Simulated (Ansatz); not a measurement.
**BH₃+ (quartet): wave-function methods side by side, cc-pVTZ**

One table from this session's results is given with a row withheld; the runs are named, their logs left out.

The runs use Ansatz 0.2.0, Gaussian basis; cc-pVTZ, core rule «outside noble gas», up to 1 orbitals frozen.

The runs, in order: UHF; CCSD(T) on ROHF; CCSD(T) on UHF; BCCD(T) on ROHF; CCSDT(Q) on ROHF; CCSDT(Q) on UHF.

14 further runs of the same task are left out: 2 for a known fault of the program, 8 that didn't finish, 4 set aside as unsound or not needed.

## What is computed

The geometry is a PBE0/def2-TZVP stationary point (not a proven minimum) of the parent state, kept for this charge and spin.

4 atoms, charge 1, spin multiplicity 4.

Atoms are counted from 1 here; the program's logs count them from 0.

Bond lengths: B1–H2 1.276 Å, B1–H3 1.174 Å, B1–H4 1.276 Å. Angles: H2–B1–H3 145.8°, H2–B1–H4 68.5°, H3–B1–H4 145.8°.

Set-up of the first run:

Input file in.yaml:

```yaml
crystal:
  periodic: [false, false, false]
  atoms:
    - {symbol: B, position_ang: [0.000000, 0.000000, 0.068140]}
    - {symbol: H, position_ang: [0.000000, 0.717784, -0.986606]}
    - {symbol: H, position_ang: [0.000000, 0.000000, 1.242354]}
    - {symbol: H, position_ang: [0.000000, -0.717784, -0.986606]}
basis:
  gaussian: {orbitals: cc-pVTZ}
total_charge: 1
magnetization: {spin_polarized: true, initial_magnetization: 3}
hamiltonian: {xc: hf}
output: {orbitals: {seedname: orbitals}}
```

Launch:

```sh
> ansatz run in.yaml --threads 1 --pin off --events-out ev --progress --plain --max-ram 2393MiB
```

Steps of the session up to this table: UHF; CCSD(T) on ROHF; CCSD(T) on UHF; BCCD(T) on ROHF; CCSDT(Q) on ROHF; CCSDT(Q) on UHF.

One table of the session follows, with a row left open; its other results are not shown here.

| method | from UCCSDT(Q) (meV) |
| --- | --- |
| ROHF | +2608.8 |
| UHF | +2537.6 |
| RMP2 | +598.6 |
| UMP2 | +625.1 |
| RCCSD | +109.6 |
| UCCSD | +107.8 |
| RCCSD(T) | +25.2 |
| UCCSD(T) | ? |
| BCCD(T) | +24.7 |
| RCCSDT | +3.6 |
| UCCSDT | +2.0 |
| RCCSDT(Q) | +1.9 |
| UCCSDT(Q) | 0 |

Q: Estimate the row for UCCSD(T) from the others.

As computed: from UCCSDT(Q) (meV): +24.1. In the column «from UCCSDT(Q) (meV)» it lies between RCCSDT (+3.6) and BCCD(T) (+24.7).

Caveats from the session: Restricted and unrestricted rows rest on different reference determinants; where their highest levels disagree by more than a few hundredths of an eV, they describe different states and don't form one ladder.
